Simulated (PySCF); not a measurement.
# A diatomic session: SiP+

The task here is to estimate one member of a computed series from the others.

The runs use PySCF 2.14.0; Si x2c-SVPall, P x2c-SVPall, spin-free X2C with a Gaussian nucleus.

Set-up of the first run:

The job is set up so:

* atoms: Si, P
* charge: 1
* basis: Si x2c-SVPall, P x2c-SVPall
* Hamiltonian: spin-free X2C with a Gaussian nucleus
* basis functions: 36
* electrons treated: 28
* masses in u: 27.9769, 30.9738
* levels: PBE0, PBE, r²SCAN, r²SCAN0, TPSS, B2PLYP, CAM-B3LYP, HF, MP2, SCS-MP2, CCSD, CCSD(T)
* grid: 80 radial by 434 angular points
* occupations: held fixed by the projection of orbital angular momentum
* dissociation limit: Si+ + P, each in its ground configuration
* starting distance in angstrom: 2.280
* values of 2S to try: 0, 2, 4

Launch:

```
> OMP_NUM_THREADS=1 python dia.py task.json out
```

Steps of the session up to this table: The job; The PBE0 curve of the state that the search chose; Excited determinants; PBE (GGA); r²SCAN; r²SCAN0 (hybrid meta-GGA); TPSS (meta-GGA); B2PLYP (double hybrid); CAM-B3LYP (range-separated hybrid); UHF (mean field); MP2 and coupled cluster.

One of the session's tables, all rows but one given; the rest of the session is left out.

Energy (eV) from each level's lowest point:

| R (Å) | UHF | UHF-MP2 | UHF-SCS-MP2 | UHF-CCSD | UHF-CCSD(T) |
| --- | --- | --- | --- | --- | --- |
| 1.925 | 0.933 | 0.971 | 0.980 | n/a | n/a |
| 2.014 | 0.386 | 0.410 | 0.419 | 0.443 | 0.466 |
| 2.104 | 0.101 | 0.111 | 0.119 | 0.134 | 0.149 |
| 2.171 | ? | ? | ? | ? | ? |
| 2.238 | 0.000 | 0.000 | 0.000 | 0.000 | 0.000 |
| 2.305 | 0.047 | 0.048 | 0.041 | 0.032 | 0.025 |
| 2.395 | 0.173 | 0.183 | 0.163 | 0.141 | 0.125 |
| 2.507 | 0.388 | 0.423 | 0.386 | 0.342 | 0.318 |
| 2.641 | 0.660 | 0.779 | 0.728 | 0.622 | 0.596 |
| 2.820 | 0.911 | 1.261 | 1.215 | n/a | n/a |

Estimate the missing values for R (Å) = 2.171.

Worked estimate for «UHF». A straight line through the neighbours (2.104, 0.101) and (2.238, 0.000) gives 0.101 + (0.000 − 0.101) × (2.171 − 2.104) / (2.238 − 2.104) = 0.051; a parabola fitted to 4 rows on both sides gives 0.007.

As computed: UHF: 0.011; UHF-MP2: 0.015; UHF-SCS-MP2: 0.020; UHF-CCSD: 0.027; UHF-CCSD(T): 0.035. In «UHF» the line misses by +0.040 and the parabola by -0.004.
